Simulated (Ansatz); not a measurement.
# B₂O+ (doublet): wave-function methods side by side, def2-QZVPP

An exercise on one series of results from a longer session: the logs are not shown, and one member is left open.

Method: def2-QZVPP, core rule «outside noble gas», up to 3 orbitals frozen; program: Ansatz 0.2.0, Gaussian basis.

Plan: UHF; ROHF; CCSD(T) on UHF.

2 further runs of the same task are left out: 2 set aside as unsound or not needed.

## The geometry

The geometry is a PBE0/def2-TZVP stationary point (not a proven minimum) of the parent state, kept for this charge and spin.

3 atoms, charge 1, spin multiplicity 2.

Atoms are counted from 1 here; the program's logs count them from 0.

Bond lengths: B1–B2 1.789 Å, B2–O3 1.202 Å. Angles: B1–B2–O3 180.0°.

Geometry (Å):

```tsv
atom	x (Å)	y (Å)	z (Å)
B1	0.0000	0.0000	1.5933
B2	0.0000	0.0000	-0.1957
O3	0.0000	0.0000	-1.3975
```

Set-up of the first run:

in.yaml

```yaml
crystal:
  periodic: [false, false, false]
  atoms:
    - {symbol: B, position_ang: [0.000000, 0.000000, 1.593267]}
    - {symbol: B, position_ang: [0.000000, 0.000000, -0.195733]}
    - {symbol: O, position_ang: [0.000000, 0.000000, -1.397533]}
basis:
  gaussian: {orbitals: "def2-QZVPP.json"}
total_charge: 1
magnetization: {spin_polarized: true, initial_magnetization: 1}
hamiltonian: {xc: hf}
output: {orbitals: {seedname: orbitals}}
```

Started as:

```bash
ansatz run in.yaml --threads 1 --pin off --events-out ev --progress --plain --max-ram 2393MiB
```

Steps of the session up to this table: UHF; ROHF; CCSD(T) on UHF.

One table of the session follows, with a row left open; its other results are not shown here.

| method | from UCCSD(T) (meV) |
| --- | --- |
| ROHF | +11001.9 |
| UHF | +10948.8 |
| UMP2 | +681.0 |
| UCCSD | ? |
| UCCSD(T) | 0 |

Q: Estimate the row for UCCSD from the others.

**Answer.** from UCCSD(T) (meV): +568.4. In the column «from UCCSD(T) (meV)» it lies between UCCSD(T) (0) and UMP2 (+681.0).
